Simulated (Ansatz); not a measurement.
Mulliken charges of `C1[SiH2][SiH2]1` from r2SCAN/def2-TZVPP in Ansatz (PBE0-D4/def2-TZVP geometry).

```tsv
atom	x (Å)	y (Å)	z (Å)	charge (e)
C1	-0.725	0.024	-0.662	-0.351
Si2	0.892	0.866	-0.137	0.200
Si3	-0.068	-0.908	0.855	0.200
H4	-1.644	0.592	-0.533	0.099
H5	-0.720	-0.509	-1.610	0.099
H6	0.767	2.234	0.419	-0.061
H7	2.038	0.718	-1.064	-0.061
H8	0.411	-2.290	0.617	-0.061
H9	-0.861	-0.774	2.099	-0.061
```

**Question.** By hand: the dipole of these point charges (1 e Å = 4.8032 D).

**Answer.** Σ q r = (0.042, -0.002, 0.037) e Å, of length 0.056 e Å = 0.27 D.

**Question.** How does the dipole of the full density compare? (Best estimate.)

**Answer.** Computed: (-0.079, 0.003, -0.071) e Å, 0.51 D; the point charges give 0.53 times that, at 179° from its direction, so they point the opposite way.

Point charges leave out the atoms' own dipoles, such as those of lone pairs, and Mulliken's split depends on the basis, so the two needn't agree.
